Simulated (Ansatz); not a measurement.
Voigt–Reuss–Hill shear modulus (GPa) along a series of related solids, from PBEsol (Ansatz, a quantum-chemistry and plane-wave program, plane waves, PAW).

```
solid   PBEsol
------  ------
bcc Li    5.03
bcc Na    3.02
bcc K     1.26
bcc Rb    0.96
bcc Cs    0.69
```

Members of the series are missing where a level wasn't run or failed, where a doubt is noted on the run or the magnetic state, for phases of high temperature or layered ones, and where values are held back for tests.

Spin–orbit coupling is left out, also for the solids with elements from indium on (bcc Cs); its size isn't shown.

Each level is taken at its own relaxed cell. Ansatz's density-functional and Hartree–Fock values are scalar-relativistic unless marked +SOC, with PAW data made under PBE.
